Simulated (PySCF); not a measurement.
# PSH₃: singlet, from a PBE0 minimum start

Aim: relax PSH₃ as a singlet from a PBE0 minimum start, check by its vibrations whether the end is a minimum, and collect its spectrum and constants.

The runs use PySCF 2.14.0; PBE0, basis P def2-TZVP, S def2-TZVP, H def2-TZVP, no relativity, density fitting.

## Step 1: The system as given

5 atoms, charge 0, spin multiplicity 1.

Bond lengths: P1–S2 1.925 Å, P1–H3 1.415 Å, P1–H4 1.415 Å, P1–H5 1.415 Å. Angles: S2–P1–H3 117.9°, S2–P1–H4 117.9°, S2–P1–H5 117.9°, H3–P1–H4 99.9°, H3–P1–H5 99.9°, H4–P1–H5 99.9°.

```xyz
5
charge 0 multiplicity 1
P     0.0000    0.8375   -0.3365
S     0.0000   -0.9485    0.3812
H     1.0831    1.2178   -1.1632
H    -0.0001    1.9172    0.5773
H    -1.0830    1.2178   -1.1633
```

## Step 2: First SCF at the start

The steps below are one call of a driver around PySCF. For each, scf.py gives the equivalent set-up of the SCF; relaxations use the driver's own optimiser. After this first run the driver tries any further starts and a stability analysis.

scf.py reads:

```python
from pyscf import gto, scf, dft
mol = gto.M(atom='''
P      0.000001     0.837462    -0.336537
S     -0.000001    -0.948523     0.381167
H      1.083071     1.217831    -1.163174
H     -0.000101     1.917250     0.577308
H     -1.082968     1.217766    -1.163338''',
    basis={'P': 'def2-TZVP', 'S': 'def2-TZVP', 'H': 'def2-TZVP'},
    charge=0, spin=0)
mf = dft.RKS(mol, xc='PBE0')
mf.grids.atom_grid = (50, 194)
aux = {'P': 'def2-universal-JKFIT', 'S': 'def2-universal-JKFIT', 'H': 'def2-universal-JKFIT'}
mf = mf.density_fit(auxbasis=aux)
mf.conv_tol = 1e-08
mf.diis_space = 10
mf.max_cycle = 60
mf.init_guess = 'minao'
mf.verbose = 4
mf.kernel()
```

Run with:

```console
$ OMP_NUM_THREADS=2 python axn.py task.json out
```

Standard output:

```text
init E= -741.218044281977
  HOMO = -0.3000466663817  LUMO = -0.0429073855305759  gap/eV = 6.99712
cycle= 1 E= -741.056367141432  delta_E= 0.162  |g|= 0.347  |ddm|= 1.69
  HOMO = -0.194880744192811  LUMO = -0.0122827030085517  gap/eV = 4.96875
cycle= 2 E= -740.985186376853  delta_E= 0.0712  |g|= 0.587  |ddm|= 1.09
  HOMO = -0.248785551284951  LUMO = 0.00275264565830469  gap/eV = 6.84470
cycle= 3 E= -741.09787601265  delta_E= -0.113  |g|= 0.046  |ddm|= 0.691
  HOMO = -0.258670819736818  LUMO = -0.00228842161268972  gap/eV = 6.97652
cycle= 4 E= -741.098301635866  delta_E= -0.000426  |g|= 0.0236  |ddm|= 0.0552
  HOMO = -0.25569566099341  LUMO = -0.000105925286842279  gap/eV = 6.95495
cycle= 5 E= -741.098457719343  delta_E= -0.000156  |g|= 0.00267  |ddm|= 0.0206
  HOMO = -0.255968664798759  LUMO = -0.000177448791500723  gap/eV = 6.96043
cycle= 6 E= -741.098458747992  delta_E= -1.03e-06  |g|= 0.000349  |ddm|= 0.00211
  HOMO = -0.255918104635235  LUMO = -0.000164529636304422  gap/eV = 6.95941
cycle= 7 E= -741.098458782711  delta_E= -3.47e-08  |g|= 6.62e-05  |ddm|= 0.000334
  HOMO = -0.255924625943193  LUMO = -0.000172935940067731  gap/eV = 6.95936
cycle= 8 E= -741.098458783728  delta_E= -1.02e-09  |g|= 1.08e-05  |ddm|= 8.06e-05
  HOMO = -0.255921749169446  LUMO = -0.000172934079579079  gap/eV = 6.95928
Extra cycle  E= -741.098458783699  delta_E= 2.9e-11  |g|= 1.51e-05  |ddm|= 2.67e-05
converged SCF energy = -741.098458783699
```

This step, with its further starts and checks, took 4.9 s on 2 threads of Arm Neoverse V1, shared host.

No lower closed-shell solution turned up in the test of internal stability.

## Step 3: Relaxation: PBE0 minimum start, singlet

The program finds C3v symmetry in the start, which this walk keeps. Threshold on the gradient: 0.0003 Eh/bohr, with a further test on the energy change.

scf.py: that of step 2 with these lines changed.

```diff
@@ -3 +3 @@
-P      0.000001     0.837462    -0.336537
+P      0.000000     0.837462    -0.336537
@@ -6 +6 @@
-H     -0.000101     1.917250     0.577308
+H     -0.000101     1.917249     0.577308
@@ -17 +16,0 @@
-mf.init_guess = 'minao'
```

Energy and gradient, step by step:

```
step  energy (Eh)  change (kJ/mol)  largest symmetric gradient (Eh/bohr)
   0  -741.098459             0.00                               0.00008
```

The walk took 1.9 s.

Positions (Å) and forces (eV/Å) along the way:

```
step 0
P    0.000   0.837  -0.337   0.000  -0.004   0.002
S    0.000  -0.949   0.381   0.000  -0.001   0.000
H    1.083   1.218  -1.163   0.001   0.001  -0.001
H    0.000   1.917   0.577   0.000   0.002  -0.001
H   -1.083   1.218  -1.163  -0.001   0.001  -0.001
```

End point (C3v, 0 steps, 0.0 kJ/mol gained): P–H 1.415 Å (×3), P–S 1.925 Å; H–P–H 99.9° (×3), H–P–S 117.9° (×3).

## Step 4: Frequencies

The point is checked on the finer grid, and tightened if its gradient asks for it. The Hessian and the dipole derivatives come from central differences of analytic gradients, with steps of 0.02 bohr.

scf.py: that of step 3 with these lines changed.

```diff
@@ -11 +11 @@
-mf.grids.atom_grid = (50, 194)
+mf.grids.atom_grid = (75, 302)
@@ -14 +14 @@
-mf.conv_tol = 1e-08
+mf.conv_tol = 1e-10
```

The driver hands on the density of the step before, so the log starts near convergence.

SCF at the final geometry:

```text
init E= -741.098468366712
  HOMO = -0.255922604582574  LUMO = -0.000180360164804938  gap/eV = 6.95910
cycle= 1 E= -741.098468366707  delta_E= 5.23e-12  |g|= 1.84e-06  |ddm|= 3.91e-06
  HOMO = -0.255921894687513  LUMO = -0.000180174053703297  gap/eV = 6.95909
Extra cycle  E= -741.09846836671  delta_E= -2.39e-12  |g|= 2.26e-06  |ddm|= 4.46e-06
converged SCF energy = -741.09846836671
```

The whole step took 27 s.

Geometry: C3v; P–H 1.415 Å (×3), P–S 1.925 Å; H–P–H 99.9° (×3), H–P–S 117.9° (×3).

Harmonic modes (main isotopes):

```json
{"symmetry": "a1", "ω (cm⁻¹)": "694", "IR (km/mol)": "53.0", "μ (u)": "13.42", "type": "stretch"}
{"symmetry": "e", "ω (cm⁻¹)": "726", "IR (km/mol)": "1.3", "μ (u)": "1.15", "type": "bend"}
{"symmetry": "e", "ω (cm⁻¹)": "1109", "IR (km/mol)": "27.2", "μ (u)": "1.03", "type": "bend"}
{"symmetry": "a1", "ω (cm⁻¹)": "1126", "IR (km/mol)": "187", "μ (u)": "1.08", "type": "bend"}
{"symmetry": "e", "ω (cm⁻¹)": "2408", "IR (km/mol)": "88.3", "μ (u)": "1.04", "type": "stretch"}
{"symmetry": "a1", "ω (cm⁻¹)": "2424", "IR (km/mol)": "109", "μ (u)": "1.03", "type": "stretch"}
```

All wavenumbers are real: a minimum.

Properties at this point:

| Quantity | Value |
| --- | --- |
| Dipole moment | 3.56 D |
| Highest occupied level | -6.96 eV |
| Lowest empty level | 0.00 eV |
| Rotational constants | 3.565, 0.2465, 0.2465 cm⁻¹ |
| Zero-point energy | 76.1 kJ/mol |
| Principal polarisabilities | 33.2, 33.2, 59.0 bohr³ |
| Atomisation energy without zero-point energy | 1277 kJ/mol |
| Principal traceless quadrupole moments about the centre of mass | -1.00, -1.00, 2.00 D Å |
| Entropy at 298.15 K and 1 bar | 246.5 J/(mol K) |
| Heat capacity Cp at 298.15 K | 46.7 J/(mol K) |
| Enthalpy at 298.15 K above 0 K | 10.94 kJ/mol |
| Rotational symmetry number | 3 |

Populations by atom (charges in e):

```
  atom  Mulliken  Löwdin  polar tensor  Mayer order to P1
    P1      0.13    0.15          1.04                  –
    S2     -0.39   -0.16         -0.57               1.89
H3,4,5      0.09    0.00         -0.16               0.88
```

Mulliken populations on P1: s 5.45, p 8.92, d 0.48, f 0.02.

## Step 5: Outcome

| quantity | value |
| --- | --- |
| minimum | singlet, C3v |
| geometry | P–H 1.415 Å (×3), P–S 1.925 Å; H–P–H 99.9° (×3), H–P–S 117.9° (×3) |
| wavenumbers (cm⁻¹) | 694 (a1), 726 (e), 1109 (e), 1126 (a1), 2408 (e), 2424 (a1) |
| dipole moment | 3.56 D |
| highest occupied, lowest empty level | -6.96, 0.00 eV |
| polar-tensor charge of P1 | +1.04 e |
| zero-point energy | 76.1 kJ/mol |
| entropy at 298.15 K | 246.5 J/(mol K) |
| atomisation energy (no zero-point energy) | 1277 kJ/mol |

The molecule stays C3v, as typed, and the end point is a minimum. In the infrared the band at 1126 cm⁻¹ (a1, bend) leads. Other starts or spin states, not run here, may lie lower.

The search up to here took 34 s.
